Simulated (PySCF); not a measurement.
C5H10.
Numbering: `[CH3:1][CH2:2][CH:3]1[CH2:4][CH2:5]1` (hydrogens: H6, H7, H8 on C1; H9, H10 on C2; H11 on C3; H12, H13 on C4; H14, H15 on C5)

Structure used (PBE0-D3(BJ)/def2-SVP), in Å, numbered top down from 1:
```
atom  x, y, z in Å
C1    -2.0663   -0.3485    0.2047
C2    -0.9206    0.5722   -0.1879
C3     0.3492   -0.1722   -0.5176
C4     1.2883   -0.5870    0.5775
C5     1.6861    0.4923   -0.3879
H6    -2.9785    0.2179    0.4471
H7    -2.3149   -1.0452   -0.6118
H8    -1.8019   -0.9558    1.0847
H9    -1.2164    1.1903   -1.0538
H10   -0.7139    1.2827    0.6317
H11    0.2493   -0.8816   -1.3481
H12    1.7839   -1.5588    0.5078
H13    1.0357   -0.2888    1.5999
H14    2.4560    0.2684   -1.1309
H15    1.7075    1.5234   -0.0223
```

Linear response at B3LYP/def2-SVPD (PySCF, frozen core in the response, non-relativistic).

Static isotropic polarisability: 60.66 au (8.99 Å³), principal values 54.5, 58.8, 68.7 au.

**Question.** What is the polarisability at 1064 nm and at the sodium D line?

**Answer.** 61.09 au at 1064 nm (+0.7 %), 62.08 au at 589.3 nm (+2.3 %). The rise at 589.3 nm is 3.33 times that at 1064 nm; a pure ω² law gives 3.26. The lowest singlet lies at 167 nm, shorter than both wavelengths.

**Question.** What is the isotropic C6 coefficient between two such molecules, C6 = (3/π)∫α(iω)² dω?

**Answer.** 1600 au (Eh·bohr⁶) by a ten-point quadrature over imaginary frequencies, which is 956 eV·Å⁶ or 92.2 J·nm⁶/mol.

**Question.** Which effective excitation energy ω̄ makes London's formula C6 = (3/4)α²ω̄ exact here?

**Answer.** ω̄ = 4·C6/(3α²) = 0.580 Eh = 15.8 eV. A one-pole form α(ω) = α/(1 − ω²/ω̄²) fitted to the 1064 nm value gives 14.0 eV.

**Question.** What n − 1 at the D line would an ideal gas of it have at 273.15 K and 1 atm (2.6868 × 10¹⁹ cm⁻³), by n − 1 = 2π·N·α′?

**Answer.** 15.53 × 10⁻⁴, a formal value whether or not that pressure can be reached.

**Question.** How many electrons N does the Slater–Kirkwood formula C6 = (3/4)·√N·α^(3/2) need to give this C6?

**Answer.** N = (4·C6/3)²/α³ = 20.4; the species has 40 electrons in all.

**Question.** What molar refraction at the D line follows from R = (4π/3)·N_A·α′, with α′ the polarisability volume?

**Answer.** α′ = 9.20 Å³ gives R = 23.21 cm³/mol, for isolated, non-vibrating species.

**Question.** How anisotropic is the static polarisability, by Δα² = ½[(α1 − α2)² + (α2 − α3)² + (α3 − α1)²]?

**Answer.** Δα = 12.7 au, or 0.21 of the isotropic value.

Time: 23 s. Hardware: x86-64 server, one thread, on a shared host. This is the whole response run at B3LYP/def2-SVPD, SCF included.

One conformer stands for the species.
